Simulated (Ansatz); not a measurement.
Total energies of C₂H₄F₂ (`CC(F)F`).

```xyz
8

C    -0.192    0.717    0.256
C     0.159   -0.677   -0.163
F     1.444   -0.726   -0.609
F    -0.635   -1.074   -1.194
H    -0.066    1.393   -0.591
H     0.460    1.034    1.071
H    -1.228    0.752    0.595
H     0.059   -1.421    0.634
```

Total charge 0; spin multiplicity 1. The geometry is a stationary point of PBE0-D4/def2-TZVP. Basis def2-TZVPP, the Gaussian-basis code of Ansatz.

RPA on PBE orbitals: Hartree–Fock energy of these orbitals -277.02236 Eh, correlation -1.31702 Eh (frozen core).

| functional | energy without D4 (Eh) | D4 term (kJ/mol) |
| --- | --- | --- |
| PBE | -278.13448 | -8.9 |
| revPBE | -278.33838 | -35.1 |
| BLYP | -278.37454 | -20.7 |
| r2SCAN | -278.30130 | -2.1 |
| B97M-V | -278.35980 | – |
| PBE0 | -278.14587 | -7.3 |
| r2SCANh | -278.28741 | -2.2 |
| r2SCAN0 | -278.26757 | -2.4 |
| CAM-B3LYP | -278.34579 | -7.1 |
| LC-ωPBE | -278.27959 | – |
| ωB97X-V | -278.34297 | – |
| ωB97M-V | -278.34033 | – |
| B2PLYP | -278.25227 | – |
| PBE-QIDH | -278.11154 | – |

Q: Give the same for LDA (SPW92), B3LYP, HSE06 (plane-wave form), BHLYP. (An estimate is asked.)

A: Ansatz gave: 
| functional | energy without D4 (Eh) | D4 term (kJ/mol) |
| --- | --- | --- |
| LDA (SPW92) | -276.42274 | – |
| B3LYP | -278.43743 | -14.2 |
| HSE06 (plane-wave form) | -278.13316 | -6.6 |
| BHLYP | -278.30959 | -9.2 |

B3LYP takes the VWN-RPA correlation (the form of Gaussian; ORCA's B3LYP/G). HSE06 is the plane-wave form, built on full-range PBE exchange. The double hybrids freeze the cores in their second-order part.

LC-ωPBE has ω = 0.4 bohr⁻¹.
